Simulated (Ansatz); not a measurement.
Input file:

```yaml
crystal:
  periodic: [false, false, false]
  atoms:
    - {symbol: Si, position_ang: [0.000000, 0.000000, 0.000000]}
    - {symbol: Si, position_ang: [0.000000, 0.000000, 2.397800]}
basis:
  gaussian: {orbitals: aug-cc-pVDZ}
total_charge: -1
magnetization: {spin_polarized: true, initial_magnetization: 1}
hamiltonian: {xc: {name: B3LYP}}
```

```sh
$ ansatz run in.yaml --threads 1 --pin off --events-out ev --progress --plain --max-ram 2393MiB
```

Output:

```
560 factors; integrals over basis functions are off by at most 7.4e-4 eV
mean field evaluation 1: about -15754.2969 eV, gradient 2.3e0 eV
mean field evaluation 2: about -15754.3381 eV, gradient 1.4e0 eV
mean field evaluation 4: about -15754.3610 eV, gradient 4.7e-2 eV
mean field evaluation 8: about -15754.3609 eV, gradient 2.2e-3 eV
mean field evaluation 16: about -15754.3609 eV, gradient 1.8e-5 eV
mean field evaluation 32: about -15754.0191 eV, gradient 3.1e-6 eV
mean field -15754.36090433 eV, -578.9620845448 hartree, gradient 1.1e-6 eV, S^2 0.752689; 8 other end points of the search recorded, 0 dependent functions left out
reference -15754.36106626 eV, -578.9620904958 hartree; 15, 14 occupied and 39, 40 virtual orbitals, 560 factors
Total energy: -15754.36106626 eV, -578.9620904958 hartree
```

Ran on 1 thread of Arm Neoverse V2, shared host: 6.5 s wall, 0.12 GiB peak host memory.
